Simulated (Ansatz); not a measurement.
Born–Oppenheimer molecular dynamics of BFH2 (4 atoms, charge 0, multiplicity 1). It goes on from the last frame of an earlier run, with new velocities.

Theory: RKS r2SCAN/def2-TZVP (Ansatz 0.2.0).

- ensemble: NVT, Langevin thermostat
- time step: 1 fs
- steps asked: 250
- set temperature: 2000 K
- friction: 0.05 /fs
- temperature schedule: 62 steps to 2000 K, then 188 steps to 6000 K
- seed: 657709

Frames 10 fs apart, positions in Å, forces in eV/Å.

Velocities at 30 fs (Å/ps):

```
B -7.03 -6.40 1.79
H -69.43 13.57 26.50
H -61.71 -54.28 -40.98
F 8.84 -4.47 0.98
```

```xyz
4
Properties=species:S:1:pos:R:3:forces:R:3 time_fs=30 energy_less_start_eV=0.027 T=1719
B -0.102 -0.131 -0.165 0.80 -0.29 0.73
H -0.046 0.455 0.874 0.22 0.32 -0.03
H 0.849 -0.485 -0.814 -0.19 0.23 -0.10
F -1.290 -0.552 -0.485 -0.83 -0.26 -0.60
4
Properties=species:S:1:pos:R:3:forces:R:3 time_fs=40 energy_less_start_eV=0.845 T=1666
B -0.152 -0.152 -0.090 0.01 -3.49 -3.67
H -0.305 0.557 0.739 0.87 2.06 2.11
H 0.504 -0.833 -0.922 1.43 1.54 1.39
F -1.304 -0.661 -0.461 -2.31 -0.11 0.17
4
Properties=species:S:1:pos:R:3:forces:R:3 time_fs=50 energy_less_start_eV=0.842 T=1599
B -0.206 -0.263 -0.193 2.04 1.21 1.08
H -0.037 0.608 0.550 -0.90 1.23 1.04
H 1.025 -0.437 -0.409 -1.50 -1.57 -1.30
F -1.439 -0.642 -0.412 0.35 -0.87 -0.82
4
Properties=species:S:1:pos:R:3:forces:R:3 time_fs=60 energy_less_start_eV=0.629 T=3244
B -0.120 -0.291 -0.256 -3.54 1.28 0.07
H -0.154 0.621 0.570 0.98 -0.72 -0.30
H 0.823 -0.629 -0.997 -1.24 -0.27 0.68
F -1.540 -0.591 -0.372 3.80 -0.29 -0.45
4
Properties=species:S:1:pos:R:3:forces:R:3 time_fs=70 energy_less_start_eV=0.785 T=1493
B -0.189 -0.370 -0.360 -0.30 -0.68 -1.38
H 0.344 0.519 0.409 -0.42 -1.47 -1.19
H -0.050 -1.210 -1.326 2.12 1.15 1.09
F -1.493 -0.539 -0.338 -1.40 1.00 1.47
4
Properties=species:S:1:pos:R:3:forces:R:3 time_fs=80 energy_less_start_eV=0.867 T=1967
B -0.152 -0.490 -0.579 6.02 -1.26 1.24
H 0.646 -0.132 0.260 -0.86 1.29 0.51
H 0.690 -1.120 -1.222 -1.70 -0.03 -1.42
F -1.379 -0.559 -0.363 -3.46 0.00 -0.33
4
Properties=species:S:1:pos:R:3:forces:R:3 time_fs=90 energy_less_start_eV=0.356 T=1577
B 0.062 -0.566 -0.593 -4.78 -1.56 -2.17
H 0.623 -0.039 0.217 1.48 0.84 1.32
H 0.247 -1.083 -1.697 0.73 0.47 0.91
F -1.334 -0.639 -0.366 2.57 0.24 -0.05
4
Properties=species:S:1:pos:R:3:forces:R:3 time_fs=100 energy_less_start_eV=0.263 T=2158
B 0.073 -0.682 -0.493 0.31 2.08 -0.72
H 0.839 0.189 0.122 -1.18 -1.70 -0.52
H 0.379 -1.215 -1.546 0.27 -0.23 0.71
F -1.238 -0.681 -0.271 0.61 -0.15 0.53
4
Properties=species:S:1:pos:R:3:forces:R:3 time_fs=110 energy_less_start_eV=0.422 T=1463
B 0.066 -0.713 -0.451 2.81 1.78 2.41
H 0.785 0.145 0.306 -1.21 -1.20 -1.44
H 0.770 -1.422 -1.150 -1.20 -0.03 -0.21
F -1.194 -0.731 -0.109 -0.39 -0.55 -0.77
4
Properties=species:S:1:pos:R:3:forces:R:3 time_fs=120 energy_less_start_eV=1.052 T=1845
B 0.140 -0.795 -0.304 -5.21 -2.31 2.60
H 0.609 -0.140 0.467 1.82 2.14 0.41
H 0.385 -1.899 -0.575 0.85 -0.28 -1.47
F -1.273 -0.779 0.020 2.54 0.45 -1.53
4
Properties=species:S:1:pos:R:3:forces:R:3 time_fs=130 energy_less_start_eV=0.779 T=4608
B -0.102 -0.911 -0.013 6.49 0.58 -1.02
H 0.945 0.085 0.288 -2.55 -1.96 -0.35
H 0.355 -1.935 -0.595 -0.79 0.79 0.73
F -1.317 -0.695 0.146 -3.15 0.59 0.64
4
Properties=species:S:1:pos:R:3:forces:R:3 time_fs=140 energy_less_start_eV=1.870 T=2223
B -0.045 -0.982 -0.041 -1.84 0.45 -1.11
H 1.202 -0.469 0.529 -3.40 -0.99 -0.93
H 0.009 -1.893 -1.095 -0.14 1.88 2.44
F -1.506 -0.527 0.209 5.38 -1.34 -0.40
```

Of the whole run (250 fs, mean temperature of the second half 5176 K): The schedule's set-point averaged 4670 K over the second half and the system 5176 K. A run of 0.25 ps of so small a system gives no equilibrium averages.

Time of the run: 3.2 min on 2 threads of Intel(R) Xeon(R) Platinum 8488C (Sapphire Rapids) (shared host), peak memory 0.12 GiB.
